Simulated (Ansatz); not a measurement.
# AlMgH₃ (singlet): the correlation ladder at scale of all distances = 0.893, 6-31G

The task here is to estimate one member of a computed series from the others.

Method: 6-31G, core rule «outside noble gas», up to 10 orbitals frozen; program: Ansatz 0.2.0, Gaussian basis.

To be run: UHF; CCSD(T) on RHF; BCCD(T) on RHF; CISD; CCSDT(Q) on RHF; CCSDTQ on RHF; CASSCF and MRCISD+Q, 2 electrons in 2 orbitals; CASSCF and NEVPT2, 2 electrons in 2 orbitals; CASSCF and MRCISD+Q, 8 electrons in 11 orbitals; CASSCF and NEVPT2, 8 electrons in 11 orbitals; Full CI.

23 further runs of the same task are left out: 1 for a known fault of the program, 16 that didn't finish, 6 set aside as unsound or not needed.

**The geometry**

The geometry derives from a PBE0/def2-TZVP stationary point (not a proven minimum). All distances are scaled together.

5 atoms, charge 0, spin multiplicity 1.

Atoms are counted from 1 here; the program's logs count them from 0.

Bond lengths: Al1–Mg2 2.448 Å, Al1–H3 1.431 Å, Al1–H4 1.431 Å, Mg2–H5 1.532 Å. Angles: Mg2–Al1–H3 123.4°, Mg2–Al1–H4 123.4°, H3–Al1–H4 113.1°, Al1–Mg2–H5 180.0°.

The first run:

in.yaml

```yaml
crystal:
  periodic: [false, false, false]
  atoms:
    - {symbol: Al, position_ang: [0.000000, 0.000000, 1.139987]}
    - {symbol: Mg, position_ang: [0.000000, 0.000000, -1.307692]}
    - {symbol: H, position_ang: [0.000000, 1.193858, 1.928317]}
    - {symbol: H, position_ang: [0.000000, -1.193858, 1.928317]}
    - {symbol: H, position_ang: [0.000000, 0.000000, -2.839846]}
basis:
  gaussian: {orbitals: 6-31G}
magnetization: {spin_polarized: true, initial_magnetization: 0}
hamiltonian: {xc: hf}
output: {orbitals: {seedname: orbitals}}
```

Command:

```
> ansatz run in.yaml --threads 1 --pin off --events-out ev --progress --plain --max-ram 2393MiB
```

Steps of the session up to this table: UHF; CCSD(T) on RHF; BCCD(T) on RHF; CISD; CCSDT(Q) on RHF; CCSDTQ on RHF; CASSCF and MRCISD+Q, 2 electrons in 2 orbitals; CASSCF and NEVPT2, 2 electrons in 2 orbitals; CASSCF and MRCISD+Q, 8 electrons in 11 orbitals; CASSCF and NEVPT2, 8 electrons in 11 orbitals; Full CI.

One of the session's tables, all rows but one given; the rest of the session is left out.

| method | from FCI (meV) |
| --- | --- |
| RHF | +2109.2 |
| RMP2 | ? |
| CISD | +128.3 |
| RCCSD | +40.8 |
| RCCSD(T) | +13.9 |
| BCCD(T) | +13.6 |
| RCCSDT | +1.7 |
| RCCSDT(Q) | +0.5 |
| RCCSDTQ | 0.0 |
| CASSCF pair | +1719.2 |
| NEVPT2 pair | +543.9 |
| CASSCF valence | +470.0 |
| NEVPT2 valence | +160.5 |
| MRCISD valence | +16.2 |
| MRCISD+Q valence | +9.5 |
| FCI | 0 |

Q: Estimate the row for RMP2 from the others.

**Answer.** from FCI (meV): +635.8. In the column «from FCI (meV)» it lies between NEVPT2 pair (+543.9) and CASSCF pair (+1719.2).

Not comparable, so not listed: CASSCF and MRCISD+Q, 2 electrons in 2 orbitals (they don't share determinant, frozen orbitals or solution with the rows shown, or repeat one).

Caveats from the session: Warnings in the runs' records: passed over end.
